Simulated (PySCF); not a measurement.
Geometries of 2 isomers of C6H8, from PySCF, PBE0-D3(BJ)/def2-SVP geometry optimisation, gas phase. One conformer each, no zero-point energy, no frequencies.

Problem. Which isomer lies lower at this level?
A.
```xyz
14
angstrom
C      0.339   -1.806    1.966
C      0.145   -0.820    1.130
C     -0.050    0.176    0.283
C     -0.046    1.606    0.753
C     -0.275   -0.119   -1.136
C     -0.485    0.795   -2.093
H     -0.497   -2.286    2.487
H      1.345   -2.188    2.175
H      0.137    1.669    1.834
H     -1.011    2.089    0.534
H      0.736    2.182    0.233
H     -0.265   -1.181   -1.403
H     -0.645    0.494   -3.131
H     -0.506    1.867   -1.881
```
B.
```xyz
14
angstrom
C      3.067    0.080   -0.364
C      1.870    0.058    0.243
C      0.602    0.011   -0.451
C     -0.602   -0.011    0.164
C     -1.870   -0.058   -0.530
C     -3.067   -0.080    0.078
H      3.150    0.063   -1.455
H      3.998    0.115    0.207
H      1.826    0.076    1.339
H      0.635   -0.008   -1.547
H     -0.635    0.008    1.261
H     -1.826   -0.076   -1.625
H     -3.150   -0.063    1.169
H     -3.998   -0.115   -0.493
```

Solution. B. That is hexatriene, `C=C/C=C/C=C`, 13.3 kcal/mol below the other.

| SMILES | atoms numbered as above | E (Eh) | relative (kcal/mol) | relative (kJ/mol) | dipole (D) |
| --- | --- | --- | --- | --- | --- |
| C=C/C=C/C=C | [CH2:1]=[CH:2]/[CH:3]=[CH:4]/[CH:5]=[CH2:6] | -232.94638 | 0.0 | 0.0 | 0.00 |
| C=C=C(C)C=C | [CH2:1]=[C:2]=[C:3]([CH3:4])[CH:5]=[CH2:6] | -232.92523 | 13.3 | 55.5 | 0.33 |

As drawn, the higher has cumulated double bonds, which the lower lacks.
